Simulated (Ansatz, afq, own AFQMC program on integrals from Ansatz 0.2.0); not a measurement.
BSiH6, doublet: AFQMC among the cluster methods

```xyz
8

Si   -0.8739    0.0000    0.0000
H    -1.3688    1.3997    0.0000
H    -1.3688   -0.6999    1.2122
H    -1.3688   -0.6999   -1.2122
H     0.7021    0.0000    0.0000
B     2.1011    0.0000    0.0000
H     2.6101    0.0000    1.0770
H     2.6101    0.0000   -1.0770
```

Basis cc-pVDZ. Noble-gas cores (and the filled d shells of Ga–Kr and In–Xe) are frozen. Integrals, coupled cluster, full CI and functionals: Ansatz 0.2.0; the random walks run on the same integrals in our own AFQMC program. The CISD trial takes its coefficients from CCSD amplitudes. Released means that phaseless walkers are propagated on without the constraint, phases kept. ± is one standard error of the sampling.

Determinant: UHF, the one that the program's search chose, which needn't be the lowest solution. The geometry is a point of a scan.

No full CI on the walks' own integrals is used here; CCSDT(Q) serves as the reference and is uncertain by about the last step of the cluster series.

* T1 diagnostic: 0.0123
* weight of the determinant in the CISD state: 0.872
* ⟨S²⟩ of the determinant: 0.765
* size of the correlated space: 13 electrons in 56 orbitals

Reference: CCSDT(Q), correlation energy -7.006 eV. The released energy is read at 2.40 1/Eh (meV from the phaseless value at times in 1/Eh: -2 ± 3 at 0.24, -2.0 ± 2.2 at 0.51, -7 ± 3 at 0.99, -9 ± 3 at 1.62, -3 ± 3 at 2.40).

```csv
level,E − E(reference) (kJ/mol),share of correlation (%)
HF,675.9,0.00
MP2,149.5,77.89
CCSD,17.6,97.39
CCSD(T),3.6,99.47
CCSDT,0.5,99.93
ph-AFQMC/HF,-0.8 ± 2.3,100.12
ph-AFQMC/CISD,0.4 ± 0.4,99.94
released AFQMC,0.2 ± 0.3,99.97
```

A walk keeps the symmetry of its determinant, which the program's search chose and which needn't be the lowest solution, so a lower state of the same spin and another symmetry isn't excluded. Released energies are given only where the last usable release times agree within the noise; a slower fall can still hide under it.
